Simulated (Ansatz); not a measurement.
Geometry optimisation, UKS r2SCAN/def2-SVP (Ansatz).

input.yaml

```yaml
crystal:
  periodic: [false, false, false]
  atoms:
    - { symbol: B, position_ang: [0.1652, 0.3286, 0.3404] }
    - { symbol: H, position_ang: [1.3784, -0.3398, -0.278] }
    - { symbol: "N", position_ang: [-0.7601, -0.3066, -0.3632] }
    - { symbol: H, position_ang: [0.5159, -0.6572, -0.6295] }
    - { symbol: F, position_ang: [0.4673, 1.2089, 1.2748] }
    - { symbol: H, position_ang: [-1.7667, -0.2338, -0.3446] }
magnetization:
  spin_polarized: true
basis:
  gaussian: { orbitals: def2-SVP }
hamiltonian:
  xc: r2scan
relax:
  f_tol: 0.15
  max_steps: 25
  restrain:
    - { distance: [3, 1], at: 1.92, k: 30.0 }
    - { distance: [0, 1], at: 1.15, k: 30.0 }
    - { distance: [3, 2], at: 1.02, k: 30.0 }
```

Launched with:

```bash
$ ansatz run input.yaml --threads 2 --pin off --max-ram 3072MiB --backend cpu --events-out ev --progress --plain --runs-dir out
```

**Question.** Where does it end, and by what steps?

**Answer.** The run converged. The restraints hold the end off the free minimum. After 8 steps the energy has fallen by 3.020 eV (the restraints' own energy left out); H4 moved furthest, 0.74 Å. Joined: B1–H2 (1.52 → 1.17 Å), N3–H4 (1.35 → 1.01 Å).

| step | energy less start (eV) | largest force component (eV/Å) | accepted |
| --- | --- | --- | --- |
| 0 | 0.0000 | 1.296 | yes |
| 1 | -0.5633 | 3.520 | yes |
| 2 | -1.6086 | 2.574 | yes |
| 3 | -2.4901 | 2.959 | yes |
| 4 | -2.7821 | 1.710 | yes |
| 5 | -2.9061 | 1.251 | yes |
| 6 | -2.9580 | 1.658 | yes |
| 7 | -2.9571 | 1.774 | yes |
| 8 | -3.0205 | 1.517 | yes |

```xyz
6
Properties=species:S:1:pos:R:3
B 0.455 0.329 0.359
H 1.454 -0.126 -0.052
N -0.574 -0.284 -0.328
H -0.094 -0.924 -0.950
F 0.342 1.258 1.306
H -1.584 -0.253 -0.334
```

Time of the run: 12 s on 2 threads of Intel(R) Xeon(R) Platinum 8223CL CPU @ 3.00GHz (Skylake/Cascade Lake), on a shared host, peak memory 0.18 GiB.
